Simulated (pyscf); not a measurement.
Concerted two-bond exchange: H₃C–Cl + H₃C–AlH–F -> H₃C–CH₃ + F–AlH–Cl

Gas phase, singlet surface, charge 0. Bonds broken: C1–Cl4, Al2–C3. Bonds formed: C1–C3, Al2–Cl4. Single points on ωB97X-D3(BJ)/def2-SVP structures (PySCF, gas phase).

Transition state (Å):

```xyz
12

C      1.3621     0.6315     0.8252
Al    -1.1890     0.0135     0.0495
C     -0.4450     1.8380    -0.5407
Cl     0.4799    -1.3001    -0.6317
H      2.1037     0.7869     0.0416
H      0.8934     1.4946     1.2921
H      1.4267    -0.2726     1.4292
H      0.5124     2.0566    -1.0304
H     -0.6702     2.6186     0.2044
H     -1.2086     1.8926    -1.3434
F     -1.1593    -0.0759     1.7460
H     -2.5661    -0.3130    -0.6553
```

One imaginary mode, 603i cm⁻¹; descent along it reached the two sides named, in the forms told below.

```
bond     change  reactant side (Å)  saddle  product side
-------  ------  -----------------  ------  ------------
C1–Cl4   breaks              1.800   2.575           4.0
Al2–C3   breaks              1.950   2.057           2.6
C1–C3     forms                4.3   2.567         1.525
Al2–Cl4   forms              2.543   2.230         2.104
```

Electronic energies relative to the separated reactants (kcal/mol):

```
level                   barrier  reaction energy  reverse barrier
----------------------  -------  ---------------  ---------------
ωB97X-D3(BJ)/def2-TZVP     43.1            -44.2             87.3
PBE/def2-TZVP              38.7            -41.6             80.4
r²SCAN/def2-TZVP           37.0            -44.2             81.1
B3LYP-D3(BJ)/def2-TZVP     39.3            -43.2             82.5
PBE0-D3(BJ)/def2-TZVP      42.0            -43.2             85.2
M06-2X/def2-TZVP           44.2            -43.3             87.5
ωB97M-D3(BJ)/def2-TZVP     44.3            -43.5             87.8
HF/def2-TZVP               55.1            -47.1            102.2
```

With ωB97M-D3(BJ)/def2-TZVP energies and thermal terms (ideal gas, 1 atm, RRHO with modes under 100 cm⁻¹ raised to 100, one conformer, R ln 2 for chiral ones without a mode under 150 cm⁻¹), in kcal/mol:

```tsv
T (K)	ΔH‡	ΔG‡	ΔH	ΔG
298	43.8	55.4	-41.9	-40.7
600	44.8	66.7	-42.4	-39.2
900	45.7	77.4	-42.7	-37.6
1200	46.5	87.8	-42.9	-35.8
```

On the reactant side the descent ends in an adduct with a Al–Cl contact (not fully relaxed), 14.0 kcal/mol under the separated species and 57.1 kcal/mol under the saddle at ωB97X-D3(BJ)/def2-TZVP. On the product side the descent ends in a complex (not fully relaxed), 6.0 kcal/mol under the separated species and 93.3 kcal/mol under the saddle at ωB97X-D3(BJ)/def2-TZVP. What is counted as formed (Al–Cl) is already present as a longer contact in the reactant adduct; forming that adduct is a step of its own. This saddle turned up in a search for another step; its sides and bond changes are read from the two ends of the descent. One saddle was located; it need not be the lowest between these sides.
